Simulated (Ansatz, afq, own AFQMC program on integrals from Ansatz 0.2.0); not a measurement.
**BH₂⁺, singlet in cc-pVDZ, levels against full CI**

```xyz
3

B     0.0000    0.0000    0.0000
H     0.0000    0.0000   -1.1792
H     0.0000    0.0000    1.1792
```

Basis cc-pVDZ. Noble-gas cores (and the filled d shells of Ga–Kr and In–Xe) are frozen. Integrals, coupled cluster, full CI and functionals: Ansatz 0.2.0; the random walks run on the same integrals in our own AFQMC program. The CISD trial takes its coefficients from CCSD amplitudes. Released means that phaseless walkers are propagated on without the constraint, phases kept. Free projection: walkers drawn from exp(T), propagated without any constraint. Its projection time is finite, and what remains of the start isn't in its error. ± is one standard error of the sampling.

Determinant: RHF, the one that the program's search chose, which needn't be the lowest solution. The geometry is a point of a scan.

Full CI on the same integrals is exact in this basis and with this determinant's frozen core.

```
T1 diagnostic                               : 0.0057
weight of the determinant in the CISD state : 0.960
size of the correlated space                : 4 electrons in 23 orbitals
```

| level | correlation energy (eV) |
| --- | --- |
| MP2 | -1.5029 |
| CCSD | -1.9913 |
| CCSD(T) | -2.0090 |

Question: Estimate where phaseless AFQMC with the Hartree–Fock trial lies against CCSD(T) on the same integrals.

Answer: 2.12 ± 0.36 mEh below CCSD(T).

Reference: full CI, correlation energy -2.016 eV. The released energy is read at 2.40 1/Eh (meV from the phaseless value at times in 1/Eh: 0.0 ± 0.6 at 0.24, -0.3 ± 0.5 at 0.51, -0.1 ± 0.4 at 0.99, -0.8 ± 0.4 at 1.62, -1.1 ± 0.4 at 2.40).

| level | E − E(reference) (mEh) | share of correlation (%) |
| --- | --- | --- |
| CCSD(T) | 0.26 | 99.65 |
| CCSDT | 0.02 | 99.97 |
| CCSDT(Q) | 0.01 | 99.99 |
| ph-AFQMC/HF | -1.86 ± 0.36 | 102.51 |
| ph-AFQMC/CISD | 0.02 ± 0.03 | 99.97 |
| released AFQMC | -0.02 ± 0.01 | 100.03 |
| free AFQMC | -0.01 ± 0.01 | 100.01 |

CCSDT and higher add their correlation energy to the determinant of the CCSD(T) run, since their own runs factorise the integrals more tightly (a shift of under 2 meV). Free projections are given only where their last times agree within the noise and don't stop above the reference; a slow remainder of the start can still hide under it. A walk keeps the symmetry of its determinant, which the program's search chose and which needn't be the lowest solution, so a lower state of the same spin and another symmetry isn't excluded. Released energies are given only where the last usable release times agree within the noise; a slower fall can still hide under it.
